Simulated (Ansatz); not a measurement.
Geometry optimisation, RKS B3LYP/6-31G* (Ansatz).

Input:

```yaml
crystal:
  periodic: [false, false, false]
  atoms:
    - { symbol: "N", position_ang: [-0.1611, -1.3735, 1.0695] }
    - { symbol: C, position_ang: [0.9188, -0.5862, 0.9162] }
    - { symbol: "N", position_ang: [1.2354, 0.2421, -0.0163] }
    - { symbol: C, position_ang: [0.4333, 0.4216, -1.1399] }
    - { symbol: C, position_ang: [-0.8534, 1.1827, -0.7135] }
    - { symbol: O, position_ang: [-1.9131, 0.6644, -0.3741] }
    - { symbol: H, position_ang: [-0.4246, -1.6011, 2.0073] }
    - { symbol: H, position_ang: [-0.9897, -0.9894, 0.5332] }
    - { symbol: H, position_ang: [1.6282, -0.7353, 1.7947] }
    - { symbol: H, position_ang: [0.8611, 0.9791, -1.9044] }
    - { symbol: H, position_ang: [0.0437, -0.5487, -1.5464] }
    - { symbol: H, position_ang: [-0.7016, 2.2892, -0.5925] }
basis:
  gaussian: { orbitals: "6-31G*" }
hamiltonian:
  xc: b3lyp
relax:
  f_tol: 0.015
  max_steps: 40
output:
  orbitals: {}
```

Run as:

```bash
$ ansatz run input.yaml --threads 2 --pin off --max-ram 3072MiB --backend cpu --events-out ev --progress --plain --runs-dir out
```

Where does it end, and by what steps?

The forces met the threshold. After 10 steps the energy has fallen by 0.417 eV; H7 moved furthest, 0.21 Å.

```json
{"step": "0", "energy less start (eV)": "0.0000", "largest force component (eV/Å)": "3.991", "accepted": "yes"}
{"step": "1", "energy less start (eV)": "-0.3126", "largest force component (eV/Å)": "1.793", "accepted": "yes"}
{"step": "2", "energy less start (eV)": "-0.3467", "largest force component (eV/Å)": "1.200", "accepted": "yes"}
{"step": "3", "energy less start (eV)": "-0.3962", "largest force component (eV/Å)": "0.315", "accepted": "yes"}
{"step": "4", "energy less start (eV)": "-0.4107", "largest force component (eV/Å)": "0.162", "accepted": "yes"}
{"step": "5", "energy less start (eV)": "-0.4147", "largest force component (eV/Å)": "0.065", "accepted": "yes"}
{"step": "6", "energy less start (eV)": "-0.4151", "largest force component (eV/Å)": "0.174", "accepted": "yes"}
{"step": "7", "energy less start (eV)": "-0.4165", "largest force component (eV/Å)": "0.087", "accepted": "yes"}
{"step": "8", "energy less start (eV)": "-0.4170", "largest force component (eV/Å)": "0.016", "accepted": "yes"}
{"step": "9", "energy less start (eV)": "-0.4170", "largest force component (eV/Å)": "0.032", "accepted": "yes"}
{"step": "10", "energy less start (eV)": "-0.4170", "largest force component (eV/Å)": "0.003", "accepted": "yes"}
```

```xyz
12
Properties=species:S:1:pos:R:3
N -0.205 -1.319 1.044
C 0.923 -0.543 0.960
N 1.278 0.275 0.034
C 0.373 0.408 -1.118
C -0.844 1.216 -0.705
O -1.868 0.714 -0.277
H -0.378 -1.787 1.922
H -1.038 -1.007 0.551
H 1.629 -0.696 1.779
H 0.913 0.930 -1.915
H 0.030 -0.567 -1.500
H -0.736 2.320 -0.740
```

Whether the end is a true minimum wasn't checked by a vibrational analysis.

Time of the run: 25 s on 2 threads of Intel(R) Xeon(R) Platinum 8488C (Sapphire Rapids), with other jobs on the host, peak memory 0.24 GiB.
